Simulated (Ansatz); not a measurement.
Process, species as SMILES: [C](=C)F → 2 C atom + F atom + 2 H atom
B3LYP-D3(BJ)/def2-TZVP geometries, fixed; electronic energies without zero-point terms.
Largest species:
```xyz
5

C     -0.0030     0.4279    -0.0061
C      1.2000    -0.0902     0.0004
F     -1.1765    -0.1568     0.0031
H      1.3403    -1.1676     0.0158
H      2.0667     0.5527    -0.0094
```
Charge 0, spin multiplicity 2.

Basis-set convergence of the atomisation energy at wB97M-V with Ansatz (a first-principles code). Cartesian d functions, on some or all atoms, in 6-31G*, 6-31+G*; all else is spherical. The program fits the integrals of some runs and decomposes those of others, by size. Open shells are unrestricted. The functional holds VV10 correlation; no added dispersion term, no relativity. Functions are those of the species that has most. Reference: the value in aug-pcseg-3, 455.30 kcal/mol, itself unsure by roughly 0.42 kcal/mol (its mean distance from aug-cc-pVQZ, cc-pV5Z, def2-QZVPPD). Deviations are taken from unrounded values.

```tsv
basis	functions	atomisation energy (kcal/mol)
6-31G*	49	458.33
6-31+G*	61	450.49
cc-pVDZ	52	450.81
aug-cc-pVDZ	87	447.62
def2-SVP	52	463.63
def2-SVPD	79	462.78
pcseg-1	52	448.83
aug-pcseg-1	87	449.91
6-311G**	66	451.88
6-311+G**	78	449.25
def2-TZVP	105	454.50
def2-TZVPD	132	454.40
cc-pVTZ	118	455.32
aug-cc-pVTZ	184	454.08
pcseg-2	118	455.14
aug-pcseg-2	184	455.45
def2-TZVPP	121	455.14
def2-TZVPPD	148	455.01
cc-pVQZ	225	455.39
aug-cc-pVQZ	332	454.87
def2-QZVPP	231	454.72
def2-QZVPPD	258	454.69
pcseg-3	246	455.27
aug-pcseg-3	353	455.30
```

What the diffuse functions change, pair by pair:
- 6-31G* to 6-31+G*: 12 more functions, deviation 3.03 to -4.81 kcal/mol
- cc-pVDZ to aug-cc-pVDZ: 35 more functions, deviation -4.49 to -7.68 kcal/mol
- def2-SVP to def2-SVPD: 27 more functions, deviation 8.33 to 7.48 kcal/mol
- pcseg-1 to aug-pcseg-1: 35 more functions, deviation -6.47 to -5.39 kcal/mol
- 6-311G** to 6-311+G**: 12 more functions, deviation -3.41 to -6.05 kcal/mol
- def2-TZVP to def2-TZVPD: 27 more functions, deviation -0.80 to -0.90 kcal/mol
- cc-pVTZ to aug-cc-pVTZ: 66 more functions, deviation 0.02 to -1.22 kcal/mol
- pcseg-2 to aug-pcseg-2: 66 more functions, deviation -0.16 to 0.15 kcal/mol
- def2-TZVPP to def2-TZVPPD: 27 more functions, deviation -0.16 to -0.29 kcal/mol
- cc-pVQZ to aug-cc-pVQZ: 107 more functions, deviation 0.10 to -0.43 kcal/mol
- def2-QZVPP to def2-QZVPPD: 27 more functions, deviation -0.58 to -0.61 kcal/mol
- pcseg-3 to aug-pcseg-3: 107 more functions, deviation -0.03 to 0.00 kcal/mol

Leaving out the reference's own pair, they bring the value nearer the reference by more than 0.42 kcal/mol in 2 of 11 pairs.
